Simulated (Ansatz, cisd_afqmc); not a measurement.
System: ClF, charge 0, singlet. ClF (SMILES FCl).
NHTBH set geometry:
```
F
Cl 1 1.6303
```

Total energies in aug-cc-pV(D+d)Z, 14 correlated electrons, 6 frozen orbitals. Open shells are spin-unrestricted; no spin-orbit coupling. Cores are frozen in correlated methods. No relativity. AFQMC is phaseless with a CISD trial state; ± is one standard error, without the phaseless bias. Outlying blocks are dropped, and bars are widened where a walk drifts. Over all cases where full CI ran beside it in this data, AFQMC minus full CI had a median of +0.1 mEh and passed +0.4 mEh in a tenth of the cases.

```tsv
method	program	energy (Eh)	minus CCSDT(Q) (mEh)
HF	Ansatz	-558.86392	390.46
MP2	Ansatz	-559.22461	29.77
CCSD	Ansatz	-559.24180	12.58
CCSD(T)	Ansatz	-559.25272	1.66
CCSDT(Q)	Ansatz	-559.25438	0.00
AFQMC/CISD	cisd_afqmc	-559.2536 ± 0.0004	0.8 ± 0.4
```

Rough core times of Ansatz's runs on a shared machine: CCSD(T) under 20 s, CCSDT(Q) 40 s.

Ansatz is an electronic-structure program.
